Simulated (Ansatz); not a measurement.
A nudged elastic band was laid between two geometries of AlClFH (4 atoms, charge 0, multiplicity 1).

Theory: RKS PBE-D4/def2-SVP in Ansatz.

* movable images: 7
* climbing image: yes
* spring: 5.0 eV/Å²
* optimiser: quadratic models (default)
* start path: through a guess of the saddle point
* force threshold: 0.03 eV/Å
* iteration limit: 60
* end points: relaxed

Initial state:

```xyz
4
Properties=species:S:1:pos:R:3
Al 0.102 -0.060 -0.043
F 0.424 -1.006 1.298
H 1.056 -0.127 -1.296
Cl -1.582 1.193 0.041
```

Final state:

```xyz
4
Properties=species:S:1:pos:R:3
Al -0.365 0.741 -0.923
F 0.779 -0.838 0.479
H 1.464 -1.045 -0.135
Cl -1.878 1.142 0.578
```

Task: What changes between the two ends?

Result: Bonds broken: Al1–H3. Bonds formed: F2–H3. AlClFH becomes AlCl + FH.

Task: What energy profile does the band end with?

Result: The forces met the threshold. The highest image is number 5 of 0 to 8, 2.77 eV above the first end and 0.53 eV above the last; the last end lies 2.23 eV above the first. A vibrational analysis at the climbing image gives one clearly imaginary mode, 1077i cm⁻¹: a first-order saddle point. The orbitals stay closed-shell, which can raise the energy where a bond breaks towards radicals; this wasn't checked here.

| image | path coordinate (Å) | energy (eV) | Al1–H3 (Å) | F2–H3 (Å) |
| --- | --- | --- | --- | --- |
| 0 | 0.00 | 0.00 | 1.58 | 2.81 |
| 1 | 0.31 | 0.15 | 1.58 | 2.57 |
| 2 | 0.62 | 0.62 | 1.58 | 2.26 |
| 3 | 0.93 | 1.40 | 1.59 | 1.93 |
| 4 | 1.24 | 2.30 | 1.63 | 1.59 |
| 5 | 1.55 | 2.77 | 1.73 | 1.25 |
| 6 | 1.85 | 2.45 | 1.97 | 1.01 |
| 7 | 2.15 | 2.26 | 2.33 | 0.95 |
| 8 | 2.45 | 2.23 | 2.68 | 0.94 |

Task: What is the geometry of the highest image?

Result: 
```xyz
4
Properties=species:S:1:pos:R:3:forces:R:3
Al 0.017 0.511 -0.404 -0.02 0.01 0.01
F 0.529 -1.092 0.476 0.00 0.01 0.00
H 1.313 -0.639 -0.386 0.01 -0.01 0.00
Cl -1.859 1.221 0.314 0.02 -0.01 -0.01
```

Task: What are the harmonic wavenumbers there?

Result: 1077i, 154, 293, 508, 581, 1628 cm⁻¹.

The band took 9 iterations and of the order of 60 core-seconds.

Run time: 62 s on 1 thread of Arm Neoverse V2, with other jobs on the host, peak memory 0.1 GiB.
